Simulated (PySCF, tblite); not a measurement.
**hydrochloric acid: calculation against experiment**

**Experimental background.**

From NIST CCCBDB Release 22 (SRD 101), experimental polarizabilities, for the gas: mean polarisability 2.515 Å³.

From CRC Handbook of Chemistry and Physics, for the gas at 298.15 K: standard entropy 186.9 J/(mol K).

From Beach, A photoelectron spectroscopic study of bonding in inorganic and organometallic compounds, PhD thesis, LBL 1985, for the gas: Cl 2p3/2 binding energy of Cl1 207.39 eV.

Zheng, Zhang, Jin, Southworth, Cheng, Phys. Chem. Chem. Phys. 2022, 24, 13587 lists, for the gas: Cl 1s binding energy of Cl1 2829.8 eV.

How close the calculation comes is told at the end.

Hydrochloric acid, HCl.
Atom-mapped SMILES: `[ClH:1]` (hydrogens: H2 on Cl1)

Geometry (GFN2-xTB, Å), atoms numbered from 1 in this order:
```xyz
2
HCl angstrom
Cl     0.6399   -0.0028   -0.0030
H     -0.6372    0.0041   -0.0112
```

The PySCF runs (gas phase, on this GFN2-xTB geometry; non-relativistic but for the core-level run):

```
                                                                          level                                                                                                   job  basis functions
                                                            CAM-B3LYP/def2-SVPD                                     8 singlets by full TDDFT, 3 Tamm–Dancoff triplets, polarisability               35
                                                                 PBE0/def2-SVPD  6 singlets by full TDDFT, 2 Tamm–Dancoff triplets, polarisability, density and orbital grids written               35
                                      PW91/def2-SVPD, energy threshold 1e-06 Eh                                                                    25 singlets by TDA, polarisability               35
delta-SCF UKS SCAN, pcX-2 on the ionised atom, pcseg-1 elsewhere, spin-free X2C                                                                         ΔSCF core ionisation, 2 holes               65
```

GFN2-xTB wavenumbers (cm⁻¹, harmonic, unscaled, at the method's own geometry): 2511. Point group C∞v, symmetry number 1. Entropy at 298.15 K and 1 bar in J/(mol K): translation 153.5, rotation 33.1, vibration 0.0.

**Comparison with experiment**

**Mean polarisability.** Measured: 2.515 Å³ (NIST CCCBDB Release 22 (SRD 101), experimental polarizabilities).

| level | computed (Å³) | computed − measured (Å³) | % (from the printed values) |
| --- | --- | --- | --- |
| CAM-B3LYP/def2-SVPD | 2.550 | +0.035 | +1 |
| PBE0/def2-SVPD | 2.538 | +0.023 | +1 |
| PW91/def2-SVPD | 2.640 | +0.125 | +5 |

Closest is PBE0/def2-SVPD (+0.023 Å³), furthest PW91/def2-SVPD (+0.125 Å³); one molecule doesn't rank methods. All 3 levels lie above the measurement. The computed values are static and purely electronic, with core orbitals frozen in the response (1 au = 0.148185 Å³). The table of measured values doesn't say here whether a value is static or optical, or holds a vibrational part.

**Standard entropy at 298.15 K.** Measured: 186.9 J/(mol K) (298.15 K; CRC Handbook of Chemistry and Physics).

```json
{"level": "GFN2-xTB, rigid rotor and harmonic oscillator", "computed (J/(mol K))": "186.6", "computed − measured (J/(mol K))": "-0.3", "% (from the printed values)": "0"}
```

Ideal gas at 1 bar, most abundant isotopes; table values of this kind come from calorimetry or from spectroscopic constants.

**Core binding energies.** PySCF, delta-SCF UKS SCAN, pcX-2 on the ionised atom, pcseg-1 elsewhere, spin-free X2C.

```json
{"level and atom": "Cl 2p3/2, Cl1", "computed (eV)": "207.39", "measured (eV)": "207.39", "computed − measured (eV)": "0.00"}
{"level and atom": "Cl 1s, Cl1", "computed (eV)": "2830.00", "measured (eV)": "2829.8", "computed − measured (eV)": "+0.20"}
```

Sources, in the order of the opening: Beach, A photoelectron spectroscopic study of bonding in inorganic and organometallic compounds, PhD thesis, LBL 1985; Zheng, Zhang, Jin, Southworth, Cheng, Phys. Chem. Chem. Phys. 2022, 24, 13587. Against the first value of each row the mean signed difference is +0.10 eV and the largest in size +0.20 eV. The computed values are vertical, without vibrational structure; measured positions hang on the energy calibration. The 2p values aren't plain energy differences: one relaxed spin-free 2p hole is combined with a matrix within the shell (ground-state 2p orbital-energy differences and spin–orbit coupling). 2p3/2, the mean of its two sublevels, lies a third of the splitting below the shell's mean and 2p1/2 two thirds above it; the statistical areas are 2:1.

No measured geometry was used, and the causes of the misses weren't examined.
